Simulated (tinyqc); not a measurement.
ROHF in the sto-3g basis, for H2O+, spin multiplicity 2, step by step (part 1 of 2). Computed by tinyqc, a small Python program that keeps every step (integrals from PySCF). Settings: charge = 1, multiplicity = 2, basis = sto-3g, energy threshold = 1e-10, iteration cap = 54, orthogonalisation = symmetric, start = highest core orbitals, DIIS depth = 4, DIIS from iteration = 3, method = ROHF. Command: `OMP_NUM_THREADS=1 python tinyqc.py 23761 23762 out.jsonl` (the two numbers bound the seeds that draw the settings). One thread of a shared host (Intel(R) Xeon(R) Processor @ 2.60GHz), about 0.07 s of CPU time with the checks. Later iterations appear only in the table of the cycle.

## One-electron integrals

Geometry (angstrom):
```
atom       x        y       z
O     0.0000   0.0000  0.0000
H     0.0000   1.0280  0.6620
H     0.0000  -1.0370  0.6680
```

Basis sto-3g: exponents (1/bohr^2) and contraction coefficients of normalised primitives:
```
element  l (shell)  exponent  coefficient
O            s (1)  130.7093       0.1543
O            s (1)   23.8089       0.5353
O            s (1)    6.4436       0.4446
O            s (2)    5.0332      -0.1000
O            s (2)    1.1696       0.3995
O            s (2)    0.3804       0.7001
O            p (3)    5.0332       0.1559
O            p (3)    1.1696       0.6077
O            p (3)    0.3804       0.3920
H            s (1)    3.4253       0.1543
H            s (1)    0.6239       0.5353
H            s (1)    0.1689       0.4446
```

Overlap, kinetic and nuclear-attraction integrals over the contracted functions; the nuclear repulsion is the sum of Za Zb / Rab.

nuclear repulsion = 7.150530 hartree

overlap S:
```
         1O 1s   1O 2s  1O 2px   1O 2py  1O 2pz   2H 1s    3H 1s
1O 1s   1.0000  0.2367  0.0000   0.0000  0.0000  0.0288   0.0280
1O 2s   0.2367  1.0000  0.0000   0.0000  0.0000  0.3189   0.3134
1O 2px  0.0000  0.0000  1.0000   0.0000  0.0000  0.0000   0.0000
1O 2py  0.0000  0.0000  0.0000   1.0000  0.0000  0.2469  -0.2435
1O 2pz  0.0000  0.0000  0.0000   0.0000  1.0000  0.1590   0.1568
2H 1s   0.0288  0.3189  0.0000   0.2469  0.1590  1.0000   0.1071
3H 1s   0.0280  0.3134  0.0000  -0.2435  0.1568  0.1071   1.0000
```

kinetic energy T (hartree):
```
          1O 1s    1O 2s  1O 2px   1O 2py  1O 2pz    2H 1s    3H 1s
1O 1s   29.0032  -0.1680  0.0000   0.0000  0.0000  -0.0087  -0.0086
1O 2s   -0.1680   0.8081  0.0000   0.0000  0.0000   0.0355   0.0330
1O 2px   0.0000   0.0000  2.5287   0.0000  0.0000   0.0000   0.0000
1O 2py   0.0000   0.0000  0.0000   2.5287  0.0000   0.1032  -0.0992
1O 2pz   0.0000   0.0000  0.0000   0.0000  2.5287   0.0665   0.0639
2H 1s   -0.0087   0.0355  0.0000   0.1032  0.0665   0.7600  -0.0108
3H 1s   -0.0086   0.0330  0.0000  -0.0992  0.0639  -0.0108   0.7600
```

nuclear attraction V (hartree):
```
           1O 1s    1O 2s   1O 2px   1O 2py   1O 2pz    2H 1s    3H 1s
1O 1s   -61.4802  -7.3871   0.0000  -0.0001  -0.0102  -0.9172  -0.8943
1O 2s    -7.3871  -9.9119   0.0000  -0.0016  -0.1270  -2.3483  -2.3009
1O 2px    0.0000   0.0000  -9.7938   0.0000   0.0000   0.0000   0.0000
1O 2py   -0.0001  -0.0016   0.0000  -9.8894  -0.0007  -1.5887   1.5599
1O 2pz   -0.0102  -0.1270   0.0000  -0.0007  -9.8335  -1.0493  -1.0309
2H 1s    -0.9172  -2.3483   0.0000  -1.5887  -1.0493  -4.9010  -0.5990
3H 1s    -0.8943  -2.3009   0.0000   1.5599  -1.0309  -0.5990  -4.8729
```

core Hamiltonian H = T + V (hartree):
```
           1O 1s    1O 2s   1O 2px   1O 2py   1O 2pz    2H 1s    3H 1s
1O 1s   -32.4770  -7.5551   0.0000  -0.0001  -0.0102  -0.9258  -0.9028
1O 2s    -7.5551  -9.1038   0.0000  -0.0016  -0.1270  -2.3128  -2.2679
1O 2px    0.0000   0.0000  -7.2651   0.0000   0.0000   0.0000   0.0000
1O 2py   -0.0001  -0.0016   0.0000  -7.3607  -0.0007  -1.4855   1.4607
1O 2pz   -0.0102  -0.1270   0.0000  -0.0007  -7.3048  -0.9828  -0.9670
2H 1s    -0.9258  -2.3128   0.0000  -1.4855  -0.9828  -4.1410  -0.6098
3H 1s    -0.9028  -2.2679   0.0000   1.4607  -0.9670  -0.6098  -4.1129
```

## Two-electron integrals

Functions are numbered as in S; the eight-fold symmetry (ij|kl) = (ji|kl) = (kl|ij) leaves the list below.

Two-electron integrals (ij|kl) in chemists' order, unique and non-zero (hartree):
```
(11|11) 4.7851      (21|11) 0.7414      (21|21) 0.1369      (22|11) 1.1189
(22|21) 0.2566      (22|22) 0.8172      (31|31) 0.0245      (32|31) 0.0378
(32|32) 0.1805      (33|11) 1.1158      (33|21) 0.2567      (33|22) 0.8170
(33|33) 0.8802      (41|41) 0.0245      (42|41) 0.0378      (42|42) 0.1805
(43|43) 0.0474      (44|11) 1.1158      (44|21) 0.2567      (44|22) 0.8170
(44|33) 0.7853      (44|44) 0.8802      (51|51) 0.0245      (52|51) 0.0378
(52|52) 0.1805      (53|53) 0.0474      (54|54) 0.0474      (55|11) 1.1158
(55|21) 0.2567      (55|22) 0.8170      (55|33) 0.7853      (55|44) 0.7853
(55|55) 0.8802      (61|11) 0.0910      (61|21) 0.0167      (61|22) 0.0311
(61|33) 0.0311      (61|41) 0.0006      (61|42) 0.0012      (61|44) 0.0312
(61|51) 4.04e-04    (61|52) 0.0008      (61|54) 8.37e-05    (61|55) 0.0311
(61|61) 0.0021      (62|11) 0.2496      (62|21) 0.0581      (62|22) 0.2084
(62|33) 0.2047      (62|41) 0.0037      (62|42) 0.0294      (62|44) 0.2124
(62|51) 0.0024      (62|52) 0.0190      (62|54) 0.0050      (62|55) 0.2079
(62|61) 0.0072      (62|62) 0.0692      (63|31) 0.0057      (63|32) 0.0346
(63|43) 0.0059      (63|53) 0.0038      (63|63) 0.0092      (64|11) 0.1613
(64|21) 0.0380      (64|22) 0.1456      (64|33) 0.1392      (64|41) 0.0078
(64|42) 0.0538      (64|44) 0.1561      (64|51) 0.0013      (64|52) 0.0123
(64|54) 0.0071      (64|55) 0.1413      (64|61) 0.0049      (64|62) 0.0588
(64|64) 0.0586      (65|11) 0.1039      (65|21) 0.0245      (65|22) 0.0937
(65|33) 0.0896      (65|41) 0.0013      (65|42) 0.0123      (65|44) 0.0929
(65|51) 0.0066      (65|52) 0.0425      (65|54) 0.0080      (65|55) 0.0986
(65|61) 0.0032      (65|62) 0.0378      (65|64) 0.0318      (65|65) 0.0297
(66|11) 0.4271      (66|21) 0.1010      (66|22) 0.4175      (66|33) 0.4019
(66|41) 0.0073      (66|42) 0.0837      (66|44) 0.4345      (66|51) 0.0047
(66|52) 0.0539      (66|54) 0.0210      (66|55) 0.4155      (66|61) 0.0126
(66|62) 0.1846      (66|64) 0.1792      (66|65) 0.1154      (66|66) 0.7746
(71|11) 0.0888      (71|21) 0.0163      (71|22) 0.0304      (71|33) 0.0303
(71|41) -0.0006     (71|42) -0.0012     (71|44) 0.0304      (71|51) 3.93e-04
(71|52) 0.0007      (71|54) -8.12e-05   (71|55) 0.0304      (71|61) 0.0020
(71|62) 0.0068      (71|64) 0.0043      (71|65) 0.0030      (71|66) 0.0118
(71|71) 0.0020      (72|11) 0.2446      (72|21) 0.0569      (72|22) 0.2044
(72|33) 0.2007      (72|41) -0.0036     (72|42) -0.0289     (72|44) 0.2083
(72|51) 0.0023      (72|52) 0.0186      (72|54) -0.0049     (72|55) 0.2039
(72|61) 0.0068      (72|62) 0.0518      (72|64) 0.0310      (72|65) 0.0274
(72|66) 0.1086      (72|71) 0.0069      (72|72) 0.0666      (73|31) 0.0056
(73|32) 0.0339      (73|43) -0.0058     (73|53) 0.0037      (73|63) 0.0066
(73|73) 0.0089      (74|11) -0.1585     (74|21) -0.0373     (74|22) -0.1431
(74|33) -0.1368     (74|41) 0.0076      (74|42) 0.0527      (74|44) -0.1534
(74|51) -0.0013     (74|52) -0.0121     (74|54) 0.0069      (74|55) -0.1389
(74|61) -0.0043     (74|62) -0.0311     (74|64) -0.0126     (74|65) -0.0162
(74|66) -0.0615     (74|71) -0.0047     (74|72) -0.0568     (74|74) 0.0568
(75|11) 0.1021      (75|21) 0.0240      (75|22) 0.0922      (75|33) 0.0881
(75|41) -0.0013     (75|42) -0.0121     (75|44) 0.0914      (75|51) 0.0064
(75|52) 0.0417      (75|54) -0.0079     (75|55) 0.0969      (75|61) 0.0030
(75|62) 0.0275      (75|64) 0.0162      (75|65) 0.0209      (75|66) 0.0624
(75|71) 0.0030      (75|72) 0.0366      (75|74) -0.0308     (75|75) 0.0287
(76|11) 0.0603      (76|21) 0.0142      (76|22) 0.0551      (76|33) 0.0539
(76|41) -1.96e-06   (76|42) -2.75e-05   (76|44) 0.0552      (76|51) 0.0009
(76|52) 0.0087      (76|54) -5.66e-06   (76|55) 0.0562      (76|61) 0.0017
(76|62) 0.0178      (76|64) 0.0133      (76|65) 0.0110      (76|66) 0.0493
(76|71) 0.0017      (76|72) 0.0175      (76|74) -0.0131     (76|75) 0.0108
(76|76) 0.0058      (77|11) 0.4236      (77|21) 0.1001      (77|22) 0.4144
(77|33) 0.3991      (77|41) -0.0072     (77|42) -0.0827     (77|44) 0.4312
(77|51) 0.0047      (77|52) 0.0533      (77|54) -0.0207     (77|55) 0.4124
(77|61) 0.0120      (77|62) 0.1100      (77|64) 0.0621      (77|65) 0.0631
(77|66) 0.2556      (77|71) 0.0122      (77|72) 0.1805      (77|74) -0.1758
(77|75) 0.1132      (77|76) 0.0493      (77|77) 0.7746
```

## Orthogonalisation

S = U s U^T; symmetric (Loewdin) form X = U s^(-1/2) U^T, so that X^T S X = 1.

eigenvalues of S: 0.5117  0.5957  0.8966  1.0000  1.0912  1.2973  1.6074

X:
```
          1O 1s    1O 2s  1O 2px   1O 2py   1O 2pz    2H 1s    3H 1s
1O 1s    1.0232  -0.1325  0.0000  -0.0001  -0.0048   0.0166   0.0163
1O 2s   -0.1325   1.1092  0.0000   0.0013   0.0425  -0.1777  -0.1735
1O 2px   0.0000   0.0000  1.0000   0.0000   0.0000   0.0000   0.0000
1O 2py  -0.0001   0.0013  0.0000   1.0550   0.0006  -0.1472   0.1447
1O 2pz  -0.0048   0.0425  0.0000   0.0006   1.0207  -0.0868  -0.0851
2H 1s    0.0166  -0.1777  0.0000  -0.1472  -0.0868   1.0843  -0.0360
3H 1s    0.0163  -0.1735  0.0000   0.1447  -0.0851  -0.0360   1.0813
```

## Starting guess

The start is the highest orbitals of the core Hamiltonian (a deliberately bad start); D(s) = C_occ C_occ^T for each spin.

D(alpha) at the start:
```
          1O 1s    1O 2s  1O 2px   1O 2py   1O 2pz    2H 1s    3H 1s
1O 1s    0.0061  -0.0333  0.0000   0.0012   0.0583   0.0286   0.0282
1O 2s   -0.0333   0.2074  0.0000  -0.0037  -0.2178  -0.2640  -0.2577
1O 2px   0.0000   0.0000  1.0000   0.0000   0.0000   0.0000   0.0000
1O 2py   0.0012  -0.0037  0.0000   1.1556  -0.0007  -0.3196   0.3150
1O 2pz   0.0583  -0.2178  0.0000  -0.0007   0.9543  -0.1488  -0.1457
2H 1s    0.0286  -0.2640  0.0000  -0.3196  -0.1488   1.2237  -0.0746
3H 1s    0.0282  -0.2577  0.0000   0.3150  -0.1457  -0.0746   1.2156
```

D(beta) at the start:
```
          1O 1s    1O 2s  1O 2px   1O 2py   1O 2pz    2H 1s    3H 1s
1O 1s    0.0061  -0.0333  0.0000  -0.0004   0.0583   0.0287   0.0281
1O 2s   -0.0333   0.2074  0.0000   0.0026  -0.2178  -0.2647  -0.2570
1O 2px   0.0000   0.0000  1.0000   0.0000   0.0000   0.0000   0.0000
1O 2py  -0.0004   0.0026  0.0000   0.0596  -0.0018  -0.1963   0.1923
1O 2pz   0.0583  -0.2178  0.0000  -0.0018   0.9543  -0.1486  -0.1459
2H 1s    0.0287  -0.2647  0.0000  -0.1963  -0.1486   1.2098  -0.0607
3H 1s    0.0281  -0.2570  0.0000   0.1923  -0.1459  -0.0607   1.2018
```

## Iteration 1: building the Fock matrix

J_ij = sum D_kl (ij|kl) with D = D(alpha) + D(beta), K_ij = sum D_kl (ik|jl) for each spin; F = H + J - K(s); E = tr D H + tr D J / 2 - 0.5 sum_s tr D(s) K(s) + E_nn.

Coulomb J (hartree):
```
          1O 1s    1O 2s  1O 2px   1O 2py   1O 2pz   2H 1s    3H 1s
1O 1s    7.2438   1.6744  0.0000  -0.0002  -0.0199  0.2028   0.1978
1O 2s    1.6744   5.6787  0.0000  -0.0003  -0.0046  1.5846   1.5551
1O 2px   0.0000   0.0000  5.6567   0.0000   0.0000  0.0000   0.0000
1O 2py  -0.0002  -0.0003  0.0000   5.6848   0.0001  1.1724  -1.1539
1O 2pz  -0.0199  -0.0046  0.0000   0.0001   5.6911  0.7652   0.7533
2H 1s    0.2028   1.5846  0.0000   1.1724   0.7652  4.0766   0.4578
3H 1s    0.1978   1.5551  0.0000  -1.1539   0.7533  0.4578   4.0637
```

exchange K(alpha) (hartree):
```
          1O 1s    1O 2s  1O 2px   1O 2py   1O 2pz   2H 1s    3H 1s
1O 1s    0.0809   0.1147  0.0000  -0.0002  -0.0096  0.0173   0.0169
1O 2s    0.1147   0.6156  0.0000  -0.0053  -0.2541  0.1846   0.1827
1O 2px   0.0000   0.0000  0.9917   0.0000   0.0000  0.0000   0.0000
1O 2py  -0.0002  -0.0053  0.0000   1.0323  -0.0012  0.2231  -0.2221
1O 2pz  -0.0096  -0.2541  0.0000  -0.0012   0.9346  0.0839   0.0832
2H 1s    0.0173   0.1846  0.0000   0.2231   0.0839  0.8008   0.0552
3H 1s    0.0169   0.1827  0.0000  -0.2221   0.0832  0.0552   0.8015
```

exchange K(beta) (hartree):
```
          1O 1s    1O 2s  1O 2px   1O 2py   1O 2pz   2H 1s    3H 1s
1O 1s    0.0544   0.0744  0.0000   0.0000  -0.0093  0.0097   0.0095
1O 2s    0.0744   0.4317  0.0000   0.0011  -0.2501  0.1392   0.1365
1O 2px   0.0000   0.0000  0.9425   0.0000   0.0000  0.0000   0.0000
1O 2py   0.0000   0.0011  0.0000   0.1419  -0.0018  0.1060  -0.1043
1O 2pz  -0.0093  -0.2501  0.0000  -0.0018   0.8863  0.0798   0.0793
2H 1s    0.0097   0.1392  0.0000   0.1060   0.0798  0.7684   0.0593
3H 1s    0.0095   0.1365  0.0000  -0.1043   0.0793  0.0593   0.7694
```

F(alpha) (hartree):
```
           1O 1s    1O 2s   1O 2px   1O 2py   1O 2pz    2H 1s    3H 1s
1O 1s   -25.3141  -5.9953   0.0000  -0.0001  -0.0205  -0.7403  -0.7220
1O 2s    -5.9953  -4.0407   0.0000   0.0033   0.1225  -0.9128  -0.8955
1O 2px    0.0000   0.0000  -2.6001   0.0000   0.0000   0.0000   0.0000
1O 2py   -0.0001   0.0033   0.0000  -2.7083   0.0005  -0.5362   0.5289
1O 2pz   -0.0205   0.1225   0.0000   0.0005  -2.5482  -0.3015  -0.2969
2H 1s    -0.7403  -0.9128   0.0000  -0.5362  -0.3015  -0.8652  -0.2072
3H 1s    -0.7220  -0.8955   0.0000   0.5289  -0.2969  -0.2072  -0.8506
```

F(beta) (hartree):
```
           1O 1s    1O 2s   1O 2px   1O 2py   1O 2pz    2H 1s    3H 1s
1O 1s   -25.2876  -5.9551   0.0000  -0.0003  -0.0208  -0.7328  -0.7146
1O 2s    -5.9551  -3.8567   0.0000  -0.0031   0.1186  -0.8674  -0.8493
1O 2px    0.0000   0.0000  -2.5509   0.0000   0.0000   0.0000   0.0000
1O 2py   -0.0003  -0.0031   0.0000  -1.8178   0.0012  -0.4192   0.4111
1O 2pz   -0.0208   0.1186   0.0000   0.0012  -2.4999  -0.2975  -0.2930
2H 1s    -0.7328  -0.8674   0.0000  -0.4192  -0.2975  -0.8328  -0.2112
3H 1s    -0.7146  -0.8493   0.0000   0.4111  -0.2930  -0.2112  -0.8185
```

total energy of this density = -26.381407 hartree

## Iteration 1: Roothaan effective Fock matrix

With projectors Pc = D(beta) S, Po = (D(alpha) - D(beta)) S, Pv = 1 - D(alpha) S, the block xy is Px^T F Py; with Fc = (F(alpha) + F(beta))/2, the blocks are Fc for cc, oo, vv and cv, F(beta) for co and F(alpha) for ov.

effective F (hartree):
```
           1O 1s    1O 2s   1O 2px   1O 2py   1O 2pz    2H 1s    3H 1s
1O 1s   -25.3009  -5.9752   0.0000   0.0000  -0.0206  -0.7365  -0.7183
1O 2s    -5.9752  -3.9487   0.0000   0.0007   0.1205  -0.8899  -0.8726
1O 2px    0.0000   0.0000  -2.5755   0.0000   0.0000   0.0000   0.0000
1O 2py    0.0000   0.0007   0.0000  -2.2677   0.0014  -0.4882   0.4808
1O 2pz   -0.0206   0.1205   0.0000   0.0014  -2.5241  -0.2995  -0.2950
2H 1s    -0.7365  -0.8899   0.0000  -0.4882  -0.2995  -0.8521  -0.2061
3H 1s    -0.7183  -0.8726   0.0000   0.4808  -0.2950  -0.2061  -0.8378
```

## Iteration 1: diagonalisation and new density

Diagonalise F' = X^T F X, C = X C', fill 5 alpha and 4 beta electrons from the bottom; D(s) = C_occ C_occ^T. Each column has its largest component positive (the first on a tie).

F' = X^T F X (hartree):
```
          1        2        3        4        5        6        7
1  -24.9779  -2.6802   0.0000  -0.0002  -0.0441  -0.0984  -0.0943
2   -2.6802  -2.9758   0.0000   0.0013   0.1333  -0.2310  -0.2264
3    0.0000   0.0000  -2.5755   0.0000   0.0000   0.0000   0.0000
4   -0.0002   0.0013   0.0000  -2.2526   0.0016  -0.1399   0.1379
5   -0.0441   0.1333   0.0000   0.0016  -2.5240  -0.0670  -0.0657
6   -0.0984  -0.2310   0.0000  -0.1399  -0.0670  -0.6259  -0.0426
7   -0.0943  -0.2264   0.0000   0.1379  -0.0657  -0.0426  -0.6187
```

orbital energies (hartree): MO1 -25.3009, MO2 -2.7636, MO3 -2.5755, MO4 -2.4667, MO5 -2.2754, MO6 -0.6115, MO7 -0.5568

coefficients C:
```
            MO1      MO2     MO3      MO4      MO5      MO6      MO7
1O 1s    1.0002  -0.2186  0.0000  -0.1177  -0.0010   0.0546   0.0023
1O 2s   -0.0010   0.9365  0.0000   0.5108   0.0044  -0.4162  -0.0167
1O 2px   0.0000   0.0000  1.0000   0.0000   0.0000   0.0000   0.0000
1O 2py   0.0000   0.0003  0.0000  -0.0077   1.0242  -0.0202   0.3259
1O 2pz   0.0008  -0.4482  0.0000   0.9070   0.0074  -0.1867  -0.0076
2H 1s    0.0005  -0.0364  0.0000  -0.0650  -0.0547   0.8042  -0.7633
3H 1s    0.0005  -0.0356  0.0000  -0.0650   0.0533   0.7181   0.8396
```

D(alpha) after iteration 1:
```
          1O 1s    1O 2s  1O 2px   1O 2py   1O 2pz    2H 1s    3H 1s
1O 1s    1.0620  -0.2658  0.0000  -0.0002  -0.0080   0.0162   0.0159
1O 2s   -0.2658   1.1379  0.0000   0.0009   0.0436  -0.0676  -0.0664
1O 2px   0.0000   0.0000  1.0000   0.0000   0.0000   0.0000   0.0000
1O 2py  -0.0002   0.0009  0.0000   1.0490   0.0004  -0.0555   0.0551
1O 2pz  -0.0080   0.0436  0.0000   0.0004   1.0236  -0.0430  -0.0426
2H 1s    0.0162  -0.0676  0.0000  -0.0555  -0.0430   0.0085   0.0026
3H 1s    0.0159  -0.0664  0.0000   0.0551  -0.0426   0.0026   0.0083
```

D(beta) after iteration 1:
```
          1O 1s    1O 2s  1O 2px   1O 2py   1O 2pz    2H 1s    3H 1s
1O 1s    1.0620  -0.2658  0.0000   0.0008  -0.0080   0.0161   0.0159
1O 2s   -0.2658   1.1378  0.0000  -0.0036   0.0436  -0.0673  -0.0666
1O 2px   0.0000   0.0000  1.0000   0.0000   0.0000   0.0000   0.0000
1O 2py   0.0008  -0.0036  0.0000   0.0001  -0.0071   0.0005   0.0005
1O 2pz  -0.0080   0.0436  0.0000  -0.0071   1.0235  -0.0426  -0.0430
2H 1s    0.0161  -0.0673  0.0000   0.0005  -0.0426   0.0056   0.0055
3H 1s    0.0159  -0.0666  0.0000   0.0005  -0.0430   0.0055   0.0055
```

## Iteration 2: building the Fock matrix

As before.

Coulomb J (hartree):
```
          1O 1s    1O 2s  1O 2px   1O 2py   1O 2pz   2H 1s    3H 1s
1O 1s   17.4298   3.2791  0.0000  -0.0002   0.0022  0.4001   0.3901
1O 2s    3.2791   7.9695  0.0000  -0.0013   0.0048  1.9553   1.9176
1O 2px   0.0000   0.0000  7.9946   0.0000   0.0000  0.0000   0.0000
1O 2py  -0.0002  -0.0013  0.0000   7.8964  -0.0007  1.3307  -1.3088
1O 2pz   0.0022   0.0048  0.0000  -0.0007   7.9943  0.8652   0.8510
2H 1s    0.4001   1.9553  0.0000   1.3307   0.8652  3.7497   0.5064
3H 1s    0.3901   1.9176  0.0000  -1.3088   0.8510  0.5064   3.7234
```

exchange K(alpha) (hartree):
```
         1O 1s   1O 2s  1O 2px   1O 2py  1O 2pz   2H 1s    3H 1s
1O 1s   4.9200  0.8578  0.0000   0.0000  0.0004  0.1114   0.1087
1O 2s   0.8578  1.4336  0.0000   0.0001  0.0047  0.3230   0.3164
1O 2px  0.0000  0.0000  1.1792   0.0000  0.0000  0.0000   0.0000
1O 2py  0.0000  0.0001  0.0000   1.1823  0.0000  0.1790  -0.1757
1O 2pz  0.0004  0.0047  0.0000   0.0000  1.1807  0.1124   0.1103
2H 1s   0.1114  0.3230  0.0000   0.1790  0.1124  0.1324   0.0586
3H 1s   0.1087  0.3164  0.0000  -0.1757  0.1103  0.0586   0.1275
```

exchange K(beta) (hartree):
```
          1O 1s    1O 2s  1O 2px   1O 2py   1O 2pz   2H 1s    3H 1s
1O 1s    4.8944   0.8186  0.0000  -0.0001   0.0005  0.1036   0.1011
1O 2s    0.8186   1.2506  0.0000  -0.0034   0.0065  0.2718   0.2676
1O 2px   0.0000   0.0000  1.1307   0.0000   0.0000  0.0000   0.0000
1O 2py  -0.0001  -0.0034  0.0000   0.2929  -0.0059  0.0381  -0.0402
1O 2pz   0.0005   0.0065  0.0000  -0.0059   1.1326  0.1058   0.1058
2H 1s    0.1036   0.2718  0.0000   0.0381   0.1058  0.0866   0.0669
3H 1s    0.1011   0.2676  0.0000  -0.0402   0.1058  0.0669   0.0846
```

F(alpha) (hartree):
```
           1O 1s    1O 2s   1O 2px   1O 2py   1O 2pz    2H 1s    3H 1s
1O 1s   -19.9672  -5.1338   0.0000  -0.0004  -0.0084  -0.6372  -0.6214
1O 2s    -5.1338  -2.5679   0.0000  -0.0030  -0.1268  -0.6805  -0.6668
1O 2px    0.0000   0.0000  -0.4497   0.0000   0.0000   0.0000   0.0000
1O 2py   -0.0004  -0.0030   0.0000  -0.6466  -0.0014  -0.3338   0.3275
1O 2pz   -0.0084  -0.1268   0.0000  -0.0014  -0.4911  -0.2301  -0.2263
2H 1s    -0.6372  -0.6805   0.0000  -0.3338  -0.2301  -0.5237  -0.1619
3H 1s    -0.6214  -0.6668   0.0000   0.3275  -0.2263  -0.1619  -0.5170
```

F(beta) (hartree):
```
           1O 1s    1O 2s   1O 2px   1O 2py   1O 2pz    2H 1s    3H 1s
1O 1s   -19.9416  -5.0946   0.0000  -0.0003  -0.0085  -0.6294  -0.6139
1O 2s    -5.0946  -2.3849   0.0000   0.0005  -0.1287  -0.6293  -0.6180
1O 2px    0.0000   0.0000  -0.4012   0.0000   0.0000   0.0000   0.0000
1O 2py   -0.0003   0.0005   0.0000   0.2428   0.0045  -0.1929   0.1921
1O 2pz   -0.0085  -0.1287   0.0000   0.0045  -0.4430  -0.2235  -0.2218
2H 1s    -0.6294  -0.6293   0.0000  -0.1929  -0.2235  -0.4779  -0.1702
3H 1s    -0.6139  -0.6180   0.0000   0.1921  -0.2218  -0.1702  -0.4741
```

total energy of this density = -73.820551 hartree
